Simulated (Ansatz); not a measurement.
C₂H₇Al⁺, that is AlMe2H with one electron fewer. Total charge 1; doublet. Geometry r2SCAN-D4/def2-TZVP, that of the neutral singlet; atoms count from 1.

Cartesian coordinates in Å:
```
Al 0.6786 0.2500 0.2403
C 0.5574 -1.3582 -0.8630
H 0.1430 -1.1216 -1.8502
H -0.1285 -2.0903 -0.4219
H 1.5166 -1.8562 -1.0221
C -0.9516 1.2143 0.7205
H -1.5933 0.5941 1.3578
H -1.5520 1.4487 -0.1656
H -0.7683 2.1489 1.2555
H 2.0982 0.7702 0.7488
```

(1) Estimate the Mulliken populations from the PBE0/def2-TZVP orbitals of Ansatz.

(2) Where does the spin sit?

(3) And the Mayer bond orders between heavy atoms (over 0.3)?

Results:

(1) 
```json
{"atom": "Al1", "charge (e)": "0.56", "spin (α − β)": "0.16"}
{"atom": "C2", "charge (e)": "-0.45", "spin (α − β)": "0.42"}
{"atom": "H3", "charge (e)": "0.22", "spin (α − β)": "0.00"}
{"atom": "H4", "charge (e)": "0.21", "spin (α − β)": "0.00"}
{"atom": "H5", "charge (e)": "0.23", "spin (α − β)": "0.02"}
{"atom": "C6", "charge (e)": "-0.45", "spin (α − β)": "0.42"}
{"atom": "H7", "charge (e)": "0.22", "spin (α − β)": "0.00"}
{"atom": "H8", "charge (e)": "0.21", "spin (α − β)": "0.00"}
{"atom": "H9", "charge (e)": "0.23", "spin (α − β)": "0.02"}
{"atom": "H10", "charge (e)": "0.00", "spin (α − β)": "-0.02"}
```
Mulliken values depend strongly on the basis.

(2) Summed by element: Al 0.16, C 0.84, H 0.00, of 1 unpaired in all. Largest on single atoms: C2 0.42, C6 0.42, Al1 0.16.

(3) Al1–C2 0.81 (1.95 Å); Al1–C6 0.81 (1.95 Å).
